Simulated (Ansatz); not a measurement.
One starting cell of MgO (a generated trial cell of MgO in the AFLOW prototype AB_oP8_57_d_d (as in TlF)) was relaxed twice with Ansatz (plane waves, PAW, scalar-relativistic): with r2SCAN at 500 eV and with PBE at 420 eV. The r2SCAN result:

MgO is modelled in the cubic space group Fm-3m (No. 225), the rock salt structure, Pearson symbol cF8. Conventional cell: a = b = c = 4.204 Å, α = β = γ = 90.00°. Mg on 4a has 6 O at 2.102 Å (octahedral). O on 4b sees 6 Mg at 2.102 Å (octahedral). (Neighbours: up to the widest gap in distance over summed covalent radii, below 1.35, at either atom; cation-cation and far metal-metal contacts left out.)
(The calculation used a cell of 2 atoms; values per cell refer to that cell.)

| quantity | r2SCAN | PBE |
|---|---|---|
| space group | Fm-3m | Fm-3m |
| volume (Å³/atom) | 9.29 | (withheld) |
| a (Å) | 4.204 | (withheld) |
| gap (eV, no spin-orbit coupling) | 5.68 | (withheld) |

Question: What does PBE give for the same quantities?

Answer: 
- volume (Å³/atom), PBE: 9.62
- a (Å), PBE: 4.254
- gap (eV, no spin-orbit coupling), PBE: 4.46

Both levels end in the same structure; PBE's volume is 3.6 % larger; its gap is 1.22 eV smaller. Neither column is exact.

No spin polarisation in the result.

Measured for MgO: a 4.189 Å (static lattice; corrected from measurement; as listed in Daniel Mejia-Rodriguez, S. B. Trickey, Phys. Rev. B (2018)); gap 8.36 eV (static lattice; corrected from measurement; as listed in Wei Chen et al., Physical Review Materials (2018)). Computed minus measured — a: r2SCAN +0.4 %, PBE +1.5 %; gap: r2SCAN -2.68 eV, PBE -3.90 eV. The computed values are for a static lattice, and a measured gap can be an optical one, lowered by exciton binding.

The run could not lose the symmetry of its start; a randomly shaken copy of 4 atoms returns to this structure.

Ansatz is a program for electronic structure.
